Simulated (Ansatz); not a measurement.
The input, for Ansatz 0.2.0:

```yaml
crystal:
  periodic: [false, false, false]
  atoms:
    - {symbol: Cl, position_ang: [0.000000, 0.000000, -1.332667]}
    - {symbol: H, position_ang: [0.000000, 0.000000, 0.216333]}
    - {symbol: F, position_ang: [0.000000, 0.000000, 1.116333]}
basis:
  gaussian: {orbitals: cc-pVDZ}
magnetization: {spin_polarized: true, initial_magnetization: 1}
correlation: {method: ccsdt_q, electrons: outside_noble_gas}
```

```sh
$ ansatz run in.yaml --threads 1 --pin off --events-out ev --progress --plain --max-ram 2393MiB
```

Roughly how long does this take on 1 thread of Arm Neoverse V1, shared host, and how much host memory?

18 s wall and 0.3 GiB.

```
623 factors; integrals over basis functions are off by at most 2.6e-7 eV
mean field evaluation 1: about -15221.8233 eV, gradient 2.0e1 eV
mean field evaluation 2: about -15221.8363 eV, gradient 2.0e1 eV
mean field evaluation 4: about -15223.3259 eV, gradient 1.5e0 eV
mean field evaluation 8: about -15223.3500 eV, gradient 4.3e-4 eV
mean field evaluation 16: about -15223.3093 eV, gradient 1.4e0 eV
mean field evaluation 32: about -15223.3477 eV, gradient 7.3e-1 eV
mean field evaluation 64: about -15223.3499 eV, gradient 1.4e-1 eV
mean field evaluation 96: about -15223.2076 eV, gradient 4.5e-1 eV
mean field evaluation 128: about -15223.2108 eV, gradient 1.9e-3 eV
mean field -15223.35004453 eV, -559.4477953791 hartree, gradient 5.5e-6 eV, S^2 0.756197; 9 other end points of the search recorded, 0 dependent functions left out
determinant -15223.35004453 eV, -559.4477953791 hartree, with singles and doubles -15232.58782427 eV, -559.7872775230 hartree
determinant -15223.21080537 eV, -559.4426784344 hartree, with singles and doubles -15232.54336644 eV, -559.7856437281 hartree
determinant -15223.35004453 eV, -559.4477953791 hartree, with singles and doubles -15232.58864593 eV, -559.7873077187 hartree
determinant -15223.21080537 eV, -559.4426784344 hartree, with singles and doubles -15232.54335895 eV, -559.7856434525 hartree
6 core orbitals not correlated: weight in the atoms' cores, before any rotation towards them, 1.000 or more for the frozen orbitals, at most 0.000 for the correlated occupied ones
reference -15223.35004453 eV, -559.4477953791 hartree; 8, 7 occupied and 23, 24 virtual orbitals, 623 factors
second order -8.67028847 eV of doubles, -0.00000000 eV of singles
cycle   1  -9.05375518 eV  change   -3.8e-1 eV  update   5.2e-2
cycle   2  -9.27580140 eV  change   -2.2e-1 eV  update   1.9e-2
cycle   3  -9.35451893 eV  change   -7.9e-2 eV  update   1.3e-2
cycle   4  -9.35424682 eV  change    2.7e-4 eV  update   5.3e-3
cycle   5  -9.35249092 eV  change    1.8e-3 eV  update   5.1e-3
cycle   6  -9.35512567 eV  change   -2.6e-3 eV  update   2.9e-3
cycle   7  -9.35587062 eV  change   -7.4e-4 eV  update   1.2e-3
cycle   8  -9.35589369 eV  change   -2.3e-5 eV  update   4.3e-4
cycle   9  -9.35582003 eV  change    7.4e-5 eV  update   1.6e-4
cycle  10  -9.35585690 eV  change   -3.7e-5 eV  update   6.7e-5
cycle  11  -9.35581543 eV  change    4.1e-5 eV  update   3.0e-5
cycle  12  -9.35582424 eV  change   -8.8e-6 eV  update   1.4e-5
cycle  13  -9.35583651 eV  change   -1.2e-5 eV  update   5.9e-6
cycle  14  -9.35583754 eV  change   -1.0e-6 eV  update   2.3e-6
cycle  15  -9.35583774 eV  change   -2.0e-7 eV  update   9.7e-7
perturbative correction -0.01522267 eV, -0.0005594227 hartree
Total energy: -15232.72110493 eV, -559.7921754969 hartree
```
